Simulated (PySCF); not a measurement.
acetonitrile (C2H3N), SMILES C(C)#N.

Geometry: PBE0-D3(BJ)/def2-TZVP.

Calculation: PySCF with PBE0-D3(BJ)/def2-TZVP.

No scaling factor is applied to the harmonic values.

Modes within 1.5 cm⁻¹ of each other (mostly degenerate sets) share a row, with their intensities summed.

```tsv
mode	ν (cm⁻¹)	IR (km/mol)	moving atoms (share of kinetic energy)
1–2	390	0.8	C 58 %, H 21 %, N 21 %
3	951	1.1	C 56 %, N 28 %, H 17 %
4–5	1054	5.0	H 66 %, C 34 %
6	1401	3.3	H 79 %, C 21 %
7–8	1465	24.3	H 97 %
9	2393	11.7	C 62 %, N 38 %
10	3070	1.8	H 97 %
11–12	3151	0.4	H 91 %, C 9 %
```
